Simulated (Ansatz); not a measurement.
A made-up structure of CH2BSi, doublet:

```xyz
5
angstrom
B -0.5499 -0.5420 -0.1278
C -0.3675 -0.6989 1.3014
Si 0.6837 0.6190 0.3842
H -1.1456 -0.9437 -1.0256
H 1.3438 1.5418 -0.5856
```

It is relaxed with PBE-D4/def2-SVP and then PBE0-D4/def2-TZVP (Ansatz 0.2.0). Atoms count as bonded within 1.22 times the sum of their covalent radii (H–H: 0.88 Å). The end point is not checked to be a true minimum.

Does its bonding change? (A judgement: the text doesn't fix the answer.)

By the calculation: Yes. Formed: none; broken: B1–Si3.

Where it ends: The first stage lowers the energy by 1.62 eV in 25 steps. It ends as CH₂BSi ([BH][C][SiH]):
```
5
angstrom
B -1.0206 -1.0057 -0.2044
C -0.0597 -0.0589 -0.0079
Si 1.0682 1.1479 -0.3509
H -1.8482 -1.8316 -0.3104
H 1.8248 1.7244 0.8201
```

Labels in which every atom is bracketed show which atoms are joined, not bond orders.

For scale, one of the runs: PBE0-D4/def2-TZVP relaxation, 111 basis functions, launched by `ansatz run in.yaml --threads 2 --pin off --events-out ev --progress --plain --max-ram 4352MiB`. Hardware: 2 CPU threads of an Intel Xeon 6975P-C, shared host. Wall time about 11 s.
